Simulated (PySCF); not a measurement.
How methods differ on the electron affinity of P

P⁻ [Ne] 3s2 3p4 (3P) → P [Ne] 3s2 3p3 (4S), as a difference of total energies. Computed with PySCF 2.14 in aug-cc-pCVTZ-DK, with the spin-free X2C one-electron Hamiltonian (Gaussian nucleus). Correlated levels: valence: [Ne] frozen. The calculations carry no spin-orbit coupling.

Order these methods by the electron affinity they give, lowest first.
A. CCSD(T) (valence)
B. UHF
C. MP2 (valence)
D. SCS-MP2 (valence)

B (-0.334 eV), C (0.458 eV), D (0.529 eV), A (0.605 eV).

A first-order spin-orbit estimate (lowest level to lowest level, LS coupling) adds 0.012 eV.

Errors of the correlated levels include the incompleteness of this basis and the frozen core.

A negative affinity means that the anion lies above the atom at that level of theory.

For comparison: 0.747 eV (measured; photodetachment measurements, as compiled on the Wikipedia data page of electron affinities).
